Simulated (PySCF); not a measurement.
# C₆H₆: a look at the electrons

For C₆H₆, the scripts below compute its lowest excited states and pull one bond apart with RHF, UHF and CASSCF.

Method: levels as typed in each script, gas phase, geometry from GFN2-xTB; program: PySCF 2.14.0.

## (1) Where the work starts

SMILES `CC#CC1=CC1`, 12 atoms, charge 0, spin multiplicity 1.

Bond lengths: C1–C2 1.443 Å, C1–H7 1.090 Å, C1–H8 1.090 Å, C1–H9 1.090 Å, C2–C3 1.207 Å, C3–C4 1.375 Å, C4–C5 1.308 Å, C4–C6 1.511 Å, C5–C6 1.494 Å, C5–H10 1.061 Å, C6–H11 1.086 Å, C6–H12 1.086 Å. Angles: C2–C1–H7 110.0°, C2–C1–H8 110.4°, C2–C1–H9 109.9°, H7–C1–H8 108.9°, H7–C1–H9 108.7°, H8–C1–H9 109.0°, C1–C2–C3 178.7°, C2–C3–C4 177.5°, C3–C4–C5 153.1°, C3–C4–C6 143.4°, C5–C4–C6 63.5°, C4–C5–C6 64.9°, C4–C5–H10 150.3°, C6–C5–H10 144.9°, C4–C6–C5 51.6°, C4–C6–H11 119.3°, C4–C6–H12 119.3°, C5–C6–H11 119.9° and more.

Geometry (Å):

```mol
C6H6
  3D, bonds by distance, orders not assigned

 12 12  0  0  0  0  0  0  0  0999 V2000
   -3.0209    0.0558    0.0001 C   0  0
   -1.5796   -0.0106   -0.0002 C   0  0
   -0.3757   -0.0933   -0.0001 C   0  0
    0.9990   -0.1282   -0.0001 C   0  0
    2.1495   -0.7502    0.0000 C   0  0
    2.2350    0.7413    0.0000 C   0  0
   -3.3670    0.6310   -0.8592 H   0  0
   -3.4468   -0.9465   -0.0503 H   0  0
   -3.3702    0.5440    0.9105 H   0  0
    2.7097   -1.6515    0.0006 H   0  0
    2.5153    1.2668   -0.9077 H   0  0
    2.5151    1.2670    0.9078 H   0  0
  1  2  8  0
  2  3  8  0
  3  4  8  0
  4  5  8  0
  5  6  8  0
  1  7  8  0
  1  8  8  0
  1  9  8  0
  5 10  8  0
  6 11  8  0
  6 12  8  0
  4  6  8  0
M  END
```

## (2) Excited states (PBE0/def2-svp)

Contents of input.py:

```python
import numpy as np
from pyscf import gto, scf, dft, tdscf
from pyscf.scf import atom_ks, atom_hf
from scipy.linalg import block_diag

def solve(mol, dm0=None, hcore=None):
    mf = (dft.UKS if mol.spin else dft.RKS)(mol, xc='pbe0')
    mf.grids.level = 3
    mf = mf.density_fit(auxbasis='def2-universal-jkfit')
    mf.conv_tol, mf.max_cycle = 1e-8, 80
    if hcore is not None:
        mf.get_hcore = lambda *args: hcore
    mf.kernel(dm0)
    if not mf.converged:
        mf = mf.newton().run(mf.mo_coeff, mf.mo_occ, max_cycle=30)
    assert mf.converged, 'SCF not converged'
    return mf

mol = gto.M(atom='''
C     -3.02086     0.05582     0.00007
C     -1.57960    -0.01063    -0.00016
C     -0.37575    -0.09332    -0.00014
C      0.99903    -0.12817    -0.00007
C      2.14950    -0.75018     0.00003
C      2.23501     0.74135     0.00001
H     -3.36702     0.63096    -0.85923
H     -3.44677    -0.94652    -0.05027
H     -3.37020     0.54400     0.91046
H      2.70972    -1.65145     0.00059
H      2.51532     1.26682    -0.90775
H      2.51505     1.26696     0.90779
''', basis='def2-svp', charge=0, spin=0, verbose=4)
mf = solve(mol)
td = mf.TDDFT()
td.nstates, td.singlet, td.conv_tol = 6, True, 1e-5
td.kernel()
td.analyze()
x, y = np.array([p[0] for p in td.xy]), np.array([p[1] + 0 * p[0] for p in td.xy])
f, mu = td.oscillator_strength(), td.transition_dipole()
nto = [td.get_nto(state=i + 1, verbose=4) for i in range(len(td.e))]
# spherically averaged free atoms, for the promolecule
atm = atom_ks.get_atm_nrks(mol, xc='pbe0')
pro = block_diag(*[(atm[a[0]][2] * atm[a[0]][3]) @ atm[a[0]][2].T for a in mol._atom])
np.savez('result.npz', e=td.e, f=f, ok=td.converged, w=[n[0] for n in nto], nto=[n[1] for n in nto], x=x, y=y, c=mf.mo_coeff, occ=mf.mo_occ, eps=mf.mo_energy, pro=pro, mu=mu)
```

Command:

```sh
$ OMP_NUM_THREADS=1 python input.py
```

## (4) Stretching a bond (6-31g*)

Contents of input.py:

```python
import numpy as np
from pyscf import gto, scf, mcscf

mol = gto.M(atom='''
C     -3.02086     0.05582     0.00007
C     -1.57960    -0.01063    -0.00016
C     -0.37575    -0.09332    -0.00014
C      0.99903    -0.12817    -0.00007
C      2.14950    -0.75018     0.00003
C      2.23501     0.74135     0.00001
H     -3.36702     0.63096    -0.85923
H     -3.44677    -0.94652    -0.05027
H     -3.37020     0.54400     0.91046
H      2.70972    -1.65145     0.00059
H      2.51532     1.26682    -0.90775
H      2.51505     1.26696     0.90779
''', basis='6-31g*', charge=0, spin=0, verbose=4)
# stretch the bond between atoms 1 and 2, from long to short, fragments rigid
a, b, move = 0, 1, [1, 2, 3, 4, 5, 9, 10, 11]
xyz = mol.atom_coords(unit='Angstrom')
u = xyz[b] - xyz[a]
r0 = np.linalg.norm(u)
rows, last, dm_u = [], None, None
for r in [4.26, 3.34, 2.74, 2.36, 2.05, 1.82, 1.67, 1.52, 1.4]:
    new = xyz.copy()
    new[move] += u / r0 * (r - r0)
    m = mol.set_geom_(new, unit='Angstrom', inplace=False)
    rhf = scf.RHF(m).density_fit(auxbasis='def2-universal-jkfit').run()
    uhf = scf.UHF(m).density_fit(auxbasis='def2-universal-jkfit').newton()
    if dm_u is None:
        c = rhf.mo_coeff
        h = m.nelectron // 2 - 1
        ca, cb = c.copy(), c.copy()
        ca[:, h], cb[:, h] = (c[:, h] + c[:, h + 1]) / 2**.5, (c[:, h] - c[:, h + 1]) / 2**.5
        dm_u = np.array([x[:, :h + 1] @ x[:, :h + 1].T for x in (ca, cb)])
    uhf.kernel(dm0=dm_u)
    for _ in range(3):
        c, _, stable, _ = uhf.stability(return_status=True)
        if stable:
            break
        uhf.kernel(c, uhf.mo_occ)
    dm_u = uhf.make_rdm1()
    mc = mcscf.CASSCF(rhf, 2, 2)
    mc.natorb = True
    mc.fix_spin_(ss=0)
    guess = mcscf.addons.make_natural_orbitals(uhf)[1] if last is None else mcscf.project_init_guess(mc, last.mo_coeff, last.mol)
    mc.kernel(guess)
    last = mc
    act = slice(mc.ncore, mc.ncore + mc.ncas)
    print('r %.3f  RHF %.6f  UHF %.6f  <S^2> %.3f  CASSCF %.6f  occupations' % (r, rhf.e_tot, uhf.e_tot, uhf.spin_square()[0], mc.e_tot), mc.mo_occ[act].round(4))
    rows.append((new, rhf.e_tot, uhf.e_tot, uhf.spin_square()[0], mc.e_tot, mc.mo_occ[act], mc.mo_coeff[:, act], dm_u[0] - dm_u[1], rhf.converged and uhf.converged and mc.converged))
    np.savez('result.npz', **{k: [row[i] for row in rows] for i, k in enumerate('xyz rhf uhf s2 cas occ c spin ok'.split())})
```

(Steps that only read results are left out.)

Q: Predict the outcome of this session. Wanted: lowest singlet excitation.

As calculated:

| quantity | value |
| --- | --- |
| lowest singlet excitation (PBE0/def2-svp) | 4.71 eV |

In words: The geometry was not optimised at these levels.
